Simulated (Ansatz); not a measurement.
**HAlGa, quartet in 6-31G: errors against full CI**

Geometry: a PBE0/def2-TZVP stationary point for this spin, not checked as a minimum.

```xyz
3

Al    0.0000    0.0000    0.2539
Ga    0.0000    0.0000   -2.0897
H     0.0000    0.0000    1.8358
```

Basis 6-31G (Cartesian d functions); Ansatz 0.2.0. Correlated methods freeze the noble-gas cores and the filled d shells of p-block atoms, which leaves 7 electrons in 25 orbitals. R marks a restricted (for open shells ROHF) determinant, U an unrestricted one. Active spaces: valence = (7e, 9o) chosen from the atoms' valence shells. No spin–orbit coupling is included, and no scalar relativity.

Full CI is exact within this basis and frozen core; it isn't the basis-set limit. The frozen core follows each run's orbitals, which can shift R against U totals by a few meV for light atoms and by up to 0.1 eV past Ca.

For open shells CISD and CISDTQ are restricted-active-space CI with the open shells as a complete middle space.

```
UHF ⟨S²⟩                          : 3.767
T1 diagnostic (RCCSD)             : 0.0351
largest doubles amplitude (RCCSD) : 0.096
```

```tsv
level	E − E(full CI) (meV)	share of correlation (%)	wall time
RHF	2049	0.00	–
RMP2	640	68.74	–
CISD	144	92.97	1.3 s
RCCSD	80	96.11	–
RCCSD(T)	28	98.65	2.1 s
BCCD(T)	27	98.67	2.2 s
RCCSDT	7	99.65	–
CISDTQ	2	99.88	24 s
RCCSDT(Q)	2	99.91	4.6 s
CASSCF (valence space)	502	75.47	–
NEVPT2 (valence space)	149	92.73	3.2 s
MRCISD (valence space)	12	99.39	–
MRCISD+Q (valence space)	3	99.85	4.4 s
MRCISD+Q(relaxed) (valence space)	-3	100.15	5.5 s
```

The correlation energy at full CI, counted from RHF, is -2.049 eV. That run took 84 s on 1 thread of Arm Neoverse V2, shared host over 3,993,174 determinants.

Run but not shown, since their state or frozen core can't be matched to the reference's or they repeat it: UHF, UMP2, UCCSD, UCCSD(T), UCCSDT, UCCSDT(Q).

Times hold each run's SCF and search for its determinant on a shared host, so for small cases they say little of a method's own cost; they ran on 1 thread of Arm Neoverse V2.

The full-CI state has the irrep A2 of C2v, in the program's axes (one component, if the state is degenerate).

Natural occupations of full CI about the gap: 1.956 1.935 0.998 0.973 0.973 0.046 0.040 0.040 0.013 0.006; effectively unpaired electrons, Σ n²(2−n)², 3.04.
